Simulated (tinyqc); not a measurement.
Pariser-Parr-Pople SCF with singles CI, for the molecule C=C1C=CC=C1 (SMILES; centres numbered as the heavy atoms are written), step by step. One step of it, computed by the program tinyqc.

Question. Singles CI, triplets. Over the 9 single excitations with the smallest orbital gaps: A = (e_a - e_i) delta - (ij|ab), with (pq|rs) = sum c_mp c_mq gamma_mn c_nr c_ns.

orbital energies (eV): -14.598953  -11.142696  -10.168602  -2.108878  2.531737  2.787280

coefficients:
```
         MO1        MO2        MO3        MO4        MO5        MO6
1C  0.336388   0.557691   0.000000   0.668284   0.000000  -0.359473
2C  0.538006   0.458022   0.000000  -0.311162   0.000000   0.635566
3C  0.407182  -0.104892   0.596171  -0.355894  -0.380237  -0.443328
4C  0.364554  -0.478117   0.380237   0.318790   0.596171   0.192036
5C  0.364554  -0.478117  -0.380237   0.318790  -0.596171   0.192036
6C  0.407182  -0.104892  -0.596171  -0.355894   0.380237  -0.443328
```

repulsion gamma_rs (eV), lower triangle:
```
           1C         2C         3C         4C         5C         6C
1C  11.130000
2C   7.553862  11.130000
3C   5.123405   7.552804  11.130000
4C   3.743673   5.520570   7.554850  11.130000
5C   3.743673   5.520570   5.519866   7.553862  11.130000
6C   5.123405   7.552804   5.518526   5.519866   7.554850  11.130000
```

Give: triplet CI matrix; triplet excitation energies.

Answer.

triplet CI matrix (eV), lower triangle:
```
         3>4      2>4      1>4      3>5      3>6     2>5      2>6      1>5
3>4   1.8040
2>4   0.0000   2.2734
1>4   0.0000  -0.7408   5.7725
3>5   0.0000   0.4906  -0.8212   5.2192
3>6  -0.8510   0.0000   0.0000   0.0000   5.9209
2>5   0.4906   0.0000   0.0000   0.0000   0.4210  7.0491
2>6   0.0000   0.2803   1.1120   0.4210   0.0000  0.0000   7.0703
1>5  -0.8212   0.0000   0.0000   0.0000  -0.7810  1.2941   0.0000  10.2873
1>6   0.0000   1.1120  -0.0425  -0.7810   0.0000  0.0000  -0.7323   0.0000

        1>6
1>6  9.9944
```

triplet excitation energies (eV): 1.4372  1.8657  4.2427  5.8010  6.2204  6.9773  7.5692  10.4318  10.8459
